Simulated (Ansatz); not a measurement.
# Worked example: the barrier

An elementary step of BH₂ClO, closed shell (BH₂ClO ([OH][BH][Cl]) → BClO + H₂; bonds formed: H2–H4; bonds broken: B1–H2, O3–H4). “Start” is the structure reached by relaxing down from the saddle towards the reactants; PBE0-D4/def2-TZVP structures. The saddle:

```tsv
atom	x (Å)	y (Å)	z (Å)
B1	-0.1219	0.0755	-0.2660
H2	0.5259	0.1470	0.9873
O3	-0.4335	-1.1414	-0.4688
H4	0.2299	-0.7443	0.7052
Cl5	-0.2004	1.6633	-0.9577
```

Ansatz 0.2.0; basis: def2-TZVPP and def2-QZVPP; cores frozen in the correlated methods.

Energies in eV:

| quantity | saddle | start |
| --- | --- | --- |
| Hartree–Fock, triple zeta (X = 3) | -15244.74596 | -15248.21824 |
| Hartree–Fock, quadruple zeta (X = 4) | -15245.22946 | -15248.69868 |
| MP2 correlation, X = 3 | -15.22711 | -14.41774 |
| MP2 correlation, X = 4 | -16.47377 | -15.66212 |
| CCSD(T) correlation, X = 3 | -16.40020 | -15.69473 |

Question: Work out the barrier at the basis limit: extrapolate Hartree–Fock as E(X) = E∞ + A exp(−7.88 √X) and the MP2 correlation as E(X) = E∞ + B X^−2.97 (the exponents that Neese and Valeev fitted for def2-TZVPP and QZVPP), then add CCSD(T) − MP2 in triple zeta.

Answer: Each step is linear, so take the differences first (saddle − start): Hartree–Fock 3.47228 (X = 3) and 3.46922 (X = 4); MP2 correlation -0.80937 and -0.81165; CCSD(T) correlation -0.70547.
Two points give E∞ = E(4) + w [E(4) − E(3)], with w = 1/(exp(7.88 (2 − √3)) − 1) = 0.1377 for Hartree–Fock and w = 1/((4/3)^2.97 − 1) = 0.7407 for the correlation.
Hartree–Fock: 3.46922 + 0.1377 × (-0.00306) = 3.4688 eV.
MP2 correlation: -0.81165 + 0.7407 × (-0.00228) = -0.8133 eV.
CCSD(T) − MP2: -0.70547 − (-0.80937) = 0.1039 eV.
Sum: 3.4688 + (-0.8133) + 0.1039 = 2.7594 eV, or 63.63 kcal/mol. Plain CCSD(T) in triple zeta gives 2.7668 eV, so the larger basis shifts the result by -0.0074 eV.

T1 diagnostic: at most 0.018.

Labels in which every atom is bracketed show which atoms are joined, not bond orders.

For scale, one of the runs: CCSD(T)/def2-TZVPP, 132 basis functions, launched by `ansatz run in.yaml --threads 2 --pin off --events-out ev --progress --plain --max-ram 4352MiB`. The run took 3.5 s on 2 CPU threads of an Intel Xeon 6975P-C (shared host), with 0.74 GiB of host memory at its peak.
